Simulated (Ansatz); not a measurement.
A made-up structure of CH4NSi, doublet:

```xyz
7
angstrom
N -1.2609 -1.5796 1.5931
C 0.3469 0.6984 -0.0427
Si -0.4949 -1.0076 0.0444
H -0.5162 -1.8259 -1.1159
H -0.1368 1.2699 -0.7931
H 0.2678 1.1675 0.9045
H 1.3615 0.5551 -0.3141
```

It is relaxed with PBE-D4/def2-SVP and then PBE0-D4/def2-TZVP (Ansatz 0.2.0). Atoms count as bonded within 1.22 times the sum of their covalent radii (H–H: 0.88 Å). The end point is not checked to be a true minimum.

Problem. Does its bonding change? (Judge from chemistry; the calculation decides.)

Solution. The calculation gives: No: no bond forms or breaks.

Where it ends: The first stage lowers the energy by 0.52 eV in 5 steps. It ends as CH₄NSi ([CH3][SiH][N]):
```csv
atom,x (Å),y (Å),z (Å)
N1,-1.2176,-1.5555,1.4912
C2,0.3234,0.6583,-0.0292
Si3,-0.5129,-0.9906,0.1262
H4,-0.5118,-1.8144,-1.1097
H5,-0.1621,1.2570,-0.8043
H6,0.2783,1.1969,0.9178
H7,1.3701,0.5260,-0.3155
```

Labels in which every atom is bracketed show which atoms are joined, not bond orders.

For scale, one of the runs: PBE0-D4/def2-TZVP relaxation, 123 basis functions, launched by `ansatz run in.yaml --threads 2 --pin off --events-out ev --progress --plain --max-ram 4352MiB`. Hardware: 2 CPU threads of an AMD EPYC 7B13, shared host. Wall time about 16 s.
